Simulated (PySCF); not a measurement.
# Mayer bond orders and bond lengths

Species: formic acid, CH₂O₂.
Atom-mapped SMILES: `[O:1]=[CH:2][OH:3]` (hydrogens: H4 on C2; H5 on O3)

Geometry (GFN2-xTB, Å), atoms numbered from 1 in this order:
```
atom  x, y, z in Å
O1    -0.6588    1.1265   -0.5544
C2    -0.4135    0.0254   -0.1671
O3     0.7823   -0.5386   -0.1587
H4    -1.1554   -0.6783    0.2399
H5     1.4540    0.0679   -0.5152
```

Bond orders from the PBE0/pcSseg-1 density (PySCF). One conformer (not necessarily the lowest) at the GFN2-xTB geometry, without solvent, vibrations or thermal averaging.

(1) Where do the orders between heavy atoms depart from those drawn in the SMILES?

(2) Set the Mayer orders of the bonds between heavy atoms beside their lengths.

Answers

(1) The largest departure is 0.160, at C2–O3 (drawn single, 1.160). Drawn single, order above 1.12: C2–O3 (1.160).

(2) 
| bond | drawn as | length (Å) | Mayer order |
| --- | --- | --- | --- |
| O1–C2 | double | 1.193 | 1.989 |
| C2–O3 | single | 1.322 | 1.160 |

By pair of heavy elements: C–O: lowest C2–O3 (1.160, 1.322 Å), highest O1–C2 (1.989, 1.193 Å).

Q: And the bonds to hydrogen?

A: C–H: 0.92 (1 bond); H–O: 0.92 (1 bond).

Q: Sum the orders of all bonds at each heavy atom with more than one neighbour and set the sums beside the valence in the SMILES.

A: C2 4.071 (drawn 4), O3 2.081 (drawn 2). Orders between atoms that aren't bonded are not in these sums.

For a closed shell the Mayer order of atoms A and B is Σ (PS)μν (PS)νμ over the basis functions μ on A and ν on B, with P the density and S the overlap matrix.

The run behind these numbers computed NMR shieldings as well. On an Arm Neoverse V2 with one thread, shared host, this took 1.9 s wall.
